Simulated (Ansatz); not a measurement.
Cost and result for the atomization energy of tetrafluoromethane (5 atoms, 4 bonds).

The species carries charge 0 and has multiplicity 1. The structure was optimised at the PBE0-D4/def2-TZVP level. Program: Ansatz. All runs use 2 threads of a server CPU on a shared host. Times are those of one run each, without the atoms' runs, and a repeat can differ threefold. Electronic energies, without spin–orbit coupling; frozen cores. CCSD(T)/CBS adds CCSD(T) − MP2 in def2-TZVPP to the MP2 limit, and its time is that of the two runs behind it. T1 = 0.011.

The measured enthalpy of formation (G2 set as listed by Staroverov and co-workers 2003, -223.0 kcal/mol at 298 K), with computed zero-point and thermal terms and the atoms' enthalpies of Curtiss and co-workers (1997), gives an electronic atomization energy of 1991.9 kJ/mol. Core correlation, relativity and spin–orbit coupling, which the correlated runs lack, are worth up to about 1 kcal/mol a heavy atom.

```csv
level,functions,wall time,atomization (kJ/mol),error,per bond
LDA (SPW92)/def2-TZVPP,155,0.9 s,2507.1,515.2,128.8
PBE-D4/def2-TZVPP (with forces),155,1.6 s,2113.3,121.4,30.3
CCSD(T)/def2-SVP,70,1.6 s,1906.8,-85.1,-21.3
PBE0-D4/def2-TZVPP,155,2 s,2008.4,16.5,4.1
BHLYP-D4/def2-TZVPP,155,2.3 s,1837.5,-154.4,-38.6
r2SCANh-D4/def2-TZVPP,155,2.9 s,1984.8,-7.1,-1.8
RPA@PBE/def2-TZVPP,155,3.4 s,1755.0,-236.9,-59.2
PBE-QIDH/def2-TZVPP,155,3.7 s,1984.5,-7.4,-1.8
B2PLYP/def2-TZVPP,155,5.5 s,1970.3,-21.6,-5.4
ωB97M-V/def2-TZVPP (with forces),155,6.5 s,2009.1,17.2,4.3
MP2/def2-QZVPP,285,12 s,2097.7,105.8,26.4
CCSD(T)/def2-TZVPP,155,16 s,1937.7,-54.2,-13.6
CCSD(T)/CBS(def2),–,28 s,1996.5,4.6,1.1
```

In def2-TZVPP, CCSD(T) changes the Hartree–Fock value by +624.2 kJ/mol (the triples alone add +49.8 kJ/mol) and MP2 by +749.2 kJ/mol; breaking electron pairs costs correlation energy, which Hartree–Fock lacks. From PBE to PBE0 (25 % exact exchange), in def2-TZVPP and without D4, the atomization energy moves by −103.7 kJ/mol: exact exchange takes away binding that semilocal exchange gives to molecules. At CCSD(T), def2-SVP lies −89.7 kJ/mol from the extrapolated value and def2-TZVPP −58.8 kJ/mol: correlation converges slowly with the basis, and small sets miss more of it in the bonded molecule than in its fragments.
